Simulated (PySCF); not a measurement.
# revPBE/aug-cc-pVTZ run of Cl2 (chlorine)

Aim: the energy change on altering one bond length of Cl2 (chlorine) at revPBE/aug-cc-pVTZ, from 2 runs. 

The calculation is run with PySCF 2.14.0.

2 further runs of the same task are left out: 2 set aside as unsound or not needed.

**1. The system as given**

Cl2 has 2 atoms, charge 0, and is taken as a singlet. SMILES: `ClCl`. The coordinates come from a PBE0-D4/def2-TZVP relaxation.

Bond lengths: Cl1–Cl2 1.982 Å.

**2. A single-point energy at revPBE/aug-cc-pVTZ**

calc.py reads:

```python
from pyscf import gto, dft

mol = gto.M(
    atom=[
    ('Cl', (0.845690, -0.281600, 0.433600)),
    ('Cl', (-0.845690, 0.281600, -0.433600)),
],
    max_memory=1860,
    verbose=3,
    basis='aug-cc-pvtz',
    spin=0,
)

myscf = dft.RKS(mol)
myscf.xc = 'revpbe'
myscf.conv_tol = 1e-10
myscf.grids.level = 5
myscf.kernel()
if not myscf.converged:
    myscf = myscf.newton().run(myscf.mo_coeff, myscf.mo_occ)

e_tot = myscf.e_tot
print(f'total energy: {e_tot:.8f} hartree')
```

On the command line:

```console
OMP_NUM_THREADS=1 python calc.py
```

Output:

```text
converged SCF energy = -920.241278490627
total energy: -920.24127849 hartree
```

It took 6.6 s on 1 thread of Arm Neoverse V1, shared host; peak memory 0.47 GiB.

**3. The distorted shape, same level**

input.xyz reads:

```xyz
2
Cl2
Cl     1.099410    -0.366084     0.563687
Cl    -0.845690     0.281600    -0.433600
```

input.py reads:

```python
from pyscf import gto, dft

molecule = gto.M(
    atom='input.xyz',
    max_memory=1860,
    spin=0,
    charge=0,
    verbose=4,
    basis='aug-cc-pvtz',
)

mf = dft.RKS(molecule)
mf.xc = 'revpbe'
mf.conv_tol = 1e-10
mf.grids.level = 5
mf.kernel()
if not mf.converged:
    mf = mf.newton().run(mf.mo_coeff, mf.mo_occ)

energy = mf.e_tot
print('Final energy', energy)
```

On the command line:

```console
OMP_NUM_THREADS=1 python input.py
```

Output:

```text
PySCF version 2.14.0

[INPUT] num. atoms = 2
[INPUT] num. electrons = 34
[INPUT] charge = 0
[INPUT] spin (= nelec alpha-beta = 2S) = 0
[INPUT] symmetry False subgroup None
[INPUT] Mole.unit = angstrom
[INPUT] Symbol           X                Y                Z      unit          X                Y                Z       unit  Magmom
[INPUT]  1 Cl     1.099410000000  -0.366084000000   0.563687000000 AA    2.077583798608  -0.691798498585   1.065214049978 Bohr   0.0
[INPUT]  2 Cl    -0.845690000000   0.281600000000  -0.433600000000 AA   -1.598122486283   0.532146876678  -0.819385247611 Bohr   0.0

nuclear repulsion = 67.081404547683
number of shells = 26
number of NR pGTOs = 150
number of NR cGTOs = 100
basis = aug-cc-pvtz
ecp = {}

******** <class 'pyscf.dft.rks.RKS'> ********
method = RKS
initial guess = minao
damping factor = 0
level_shift factor = 0
DIIS = <class 'pyscf.scf.diis.CDIIS'>
diis_start_cycle = 1
diis_space = 8
diis_damp = 0
SCF conv_tol = 1e-10
SCF conv_tol_grad = None
SCF max_cycles = 50
direct_scf = True
direct_scf_tol = 1e-13
XC library pyscf.dft.libxc version 7.0.0
    S. Lehtola, C. Steigemann, M. J.T. Oliveira, and M. A.L. Marques.,  SoftwareX 7, 1–5 (2018)
XC functionals = revpbe
    Y. Zhang and W. Yang.,  Phys. Rev. Lett. 80, 890 (1998)
    J. P. Perdew, K. Burke, and M. Ernzerhof.,  Phys. Rev. Lett. 77, 3865 (1996)
    J. P. Perdew, K. Burke, and M. Ernzerhof.,  Phys. Rev. Lett. 78, 1396 (1997)
radial grids:
    Treutler-Ahlrichs [JCP 102, 346 (1995); DOI:10.1063/1.469408] (M4) radial grids

becke partition: Becke, JCP 88, 2547 (1988); DOI:10.1063/1.454033
pruning grids: <function nwchem_prune>
grids dens level: 5
symmetrized grids: False
atomic radii adjust function: <function treutler_atomic_radii_adjust>
small_rho_cutoff = 0
Set gradient conv threshold to 1e-05
Initial guess from minao.
tot grids = 86096
init E= -920.219991636833
  HOMO = -0.304154811989126  LUMO = -0.220872683864439  gap/eV = 2.26622
cycle= 1 E= -920.223759922785  delta_E= -0.00377  |g|= 0.138  |ddm|= 1.06
  HOMO = -0.280705442876808  LUMO = -0.225438056992733  gap/eV = 1.50390
cycle= 2 E= -920.227028042498  delta_E= -0.00327  |g|= 0.0392  |ddm|= 0.115
  HOMO = -0.286588900793471  LUMO = -0.226256041936518  gap/eV = 1.64174
cycle= 3 E= -920.227265904183  delta_E= -0.000238  |g|= 0.0241  |ddm|= 0.0353
  HOMO = -0.286707863742544  LUMO = -0.226405865141936  gap/eV = 1.64090
cycle= 4 E= -920.227415593881  delta_E= -0.00015  |g|= 0.00343  |ddm|= 0.0135
  HOMO = -0.286152394781089  LUMO = -0.22585649739275  gap/eV = 1.64073
cycle= 5 E= -920.227418289226  delta_E= -2.7e-06  |g|= 0.000361  |ddm|= 0.00239
  HOMO = -0.286224303056658  LUMO = -0.225940755437215  gap/eV = 1.64040
cycle= 6 E= -920.227418325026  delta_E= -3.58e-08  |g|= 3.14e-05  |ddm|= 0.000283
  HOMO = -0.286216377533814  LUMO = -0.2259312761526  gap/eV = 1.64044
cycle= 7 E= -920.227418325302  delta_E= -2.76e-10  |g|= 1.31e-06  |ddm|= 3e-05
  HOMO = -0.286216406666069  LUMO = -0.225931370626057  gap/eV = 1.64044
cycle= 8 E= -920.227418325308  delta_E= -5.23e-12  |g|= 5.4e-08  |ddm|= 9.36e-07
  HOMO = -0.286216425439158  LUMO = -0.225931390153889  gap/eV = 1.64044
Extra cycle  E= -920.227418325306  delta_E= 1.82e-12  |g|= 7.95e-08  |ddm|= 8.08e-08
converged SCF energy = -920.227418325306
Final energy -920.2274183253058
```

Wall time 6.6 s (1 thread of Arm Neoverse V1, shared host); peak memory 0.47 GiB.

**4. What came out**

Level: revPBE/aug-cc-pVTZ.

| quantity | value |
| --- | --- |
| first shape: total energy | -920.24128 Eh |
| first shape: dipole moment | 0.00 D |
| first shape: HOMO energy | -7.26 eV |
| first shape: LUMO energy | -4.11 eV |
| first shape: HOMO–LUMO gap | 3.15 eV |
| distorted shape: total energy | -920.22742 Eh |
| distorted shape: dipole moment | 0.00 D |
| distorted shape: HOMO energy | -7.79 eV |
| distorted shape: LUMO energy | -6.15 eV |
| distorted shape: HOMO–LUMO gap | 1.64 eV |
| energy change with the Cl1–Cl2 bond stretched from 1.982 to 2.280 Å | 0.377 eV |

In words: With the Cl1–Cl2 bond stretched from 1.982 to 2.280 Å the energy rises by 0.38 eV (36.4 kJ/mol). The first shape isn't relaxed at this level, so the change isn't measured from a minimum.
